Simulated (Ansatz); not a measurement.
Density of states of KTaO$_{3}$ (Pm-3m, a = 3.990 Å, b = 3.990 Å, c = 3.990 Å, α = 90.00°, β = 90.00°, γ = 90.00°), in states per eV and primitive cell, averaged over bins of 0.5 eV. The calculation used Ansatz 0.2.0, DFT r2SCAN, scalar-relativistic, plane waves, PAW.

Settings: cutoff 500 eV, Γ-centred mesh 6×6×6 on the computed 5-atom cell, Gaussian smearing of 0.02 eV; no spin polarisation.

The cell is relaxed at this level. The states (both spins) are summed by tetrahedra on a 9×9×9 mesh at the self-consistent density. Energies are bin centres; the table starts no lower than −8 eV and ends at 6 eV, or lower where the solved bands end.

The gap is 2.63 eV at this level, with the zero inside it.

```
E − E_F (eV) total O 2p Ta 5d Ta 6s K 3p
       -6.60   2.92  1.99   0.69   0.19  0.00
       -6.10   1.77  1.27   0.35   0.08  0.00
       -5.60   1.96  1.37   0.47   0.04  0.02
       -5.10   3.36  2.42   0.73   0.03  0.06
       -4.60   3.70  2.74   0.76   0.02  0.07
       -4.10   5.27  4.16   0.89   0.01  0.07
       -3.60   2.26  1.87   0.29   0.01  0.01
       -3.10   2.36  2.08   0.16   0.01  0.01
       -2.60   5.32  5.00   0.13   0.00  0.03
       -2.10   4.62  4.44   0.06   0.00  0.01
       -1.60   2.46  2.43   0.00   0.00  0.00
       -1.10   0.00  0.00   0.00   0.00  0.00
       -0.60   0.00  0.00   0.00   0.00  0.00
       -0.10   0.00  0.00   0.00   0.00  0.00
        0.40   0.00  0.00   0.00   0.00  0.00
        0.90   0.00  0.00   0.00   0.00  0.00
        1.40   0.18  0.01   0.17   0.00  0.00
        1.90   0.82  0.07   0.74   0.00  0.00
        2.40   0.95  0.14   0.79   0.00  0.00
        2.90   1.24  0.24   0.96   0.00  0.00
        3.40   1.61  0.37   1.17   0.00  0.00
        3.90   2.84  0.74   1.96   0.00  0.00
        4.40   2.29  0.62   1.50   0.00  0.00
        4.90   1.42  0.40   0.87   0.00  0.00
        5.40   0.65  0.19   0.38   0.00  0.00
```

The columns after the total are the main Löwdin projections on the occupied valence shells of the potentials; 4 others are left out. The rest of the total lies in those, in shells that are empty in the free atom, which aren't projected, and between the atoms.

Spin-orbit coupling is left out, which matters for the bands of heavy elements.

Symmetry holds off the tilts and polar distortions that many cubic perovskites undergo.